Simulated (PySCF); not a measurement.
**Basis set benchmark on one molecule**

Molecule: SMILES C1=CC(C)=CS1, C₅H₆S.

Atom-mapped SMILES (the numbers label the heavy atoms): `[CH3:1][c:2]1[cH:3][cH:4][s:5][cH:6]1`. Each H is labelled by its parent atom.

Geometry PBE0-D3(BJ)/def2-SVP throughout; GIAO in PySCF 2.14.0 with density-fitted response routines, gas phase, one conformer, non-relativistic; equivalent atoms averaged; functional PBE0.

Reference values (estimated from measurements, as parent shift plus tabulated substituent increments; solution, not stated per compound (mostly CDCl3 or CCl4); Pretsch, Buehlmann, Badertscher, Structure Determination of Organic Compounds, 4th ed. (2009)): δ(H(C6)) = 6.86 ppm, δ(H(C3)) = 6.87 ppm, δ(H(C4)) = 7.16 ppm. Computed shifts are taken against TMS, calculated as an isolated molecule at each level.

**Question.** How do the basis sets STO-3G, 6-31G, pcSseg-0, 6-31G*, def2-SVP, cc-pVDZ, pcSseg-1, aug-cc-pVDZ, 6-311+G(2d,p), def2-TZVP, cc-pVTZ, IGLO-III, pcSseg-2 perform against the reference? Times are CPU seconds on shared hosts with different chips, so compare them loosely.

**Answer.** 
```tsv
basis set	functions	H(C6)	H(C3)	H(C4)	mean abs. error H	core-s
STO-3G	40	6.22	6.03	6.45	0.73	1.7
6-31G	70	6.73	7.06	7.06	0.14	3.4
pcSseg-0	70	6.44	6.67	6.73	0.35	3
6-31G*	100	6.49	6.84	6.86	0.23	4.8
def2-SVP	118	6.50	6.75	6.83	0.27	5.3
cc-pVDZ	118	6.70	6.81	7.02	0.12	6.2
pcSseg-1	139	6.74	6.98	7.09	0.10	17
aug-cc-pVDZ	196	7.04	7.07	7.39	0.20	12
6-311+G(2d,p)	206	6.99	7.07	7.37	0.18	13
def2-TZVP	228	6.95	7.09	7.33	0.16	15
cc-pVTZ	268	6.94	6.99	7.30	0.11	20
IGLO-III	279	6.98	7.03	7.32	0.15	19
pcSseg-2	307	6.98	7.15	7.35	0.20	26
```

For 1H the closest is pcSseg-1 (0.10 ppm, with cc-pVTZ, cc-pVDZ practically level) and the furthest STO-3G (0.73 ppm). Where a smaller basis beats a larger one, errors probably cancel; the largest sets show where the functional converges. One molecule is a small sample, and vibrational and solvent effects are absent from the calculation.

A small basis that lands close on one nucleus may do so by chance; judge by the trend and by all nuclei.
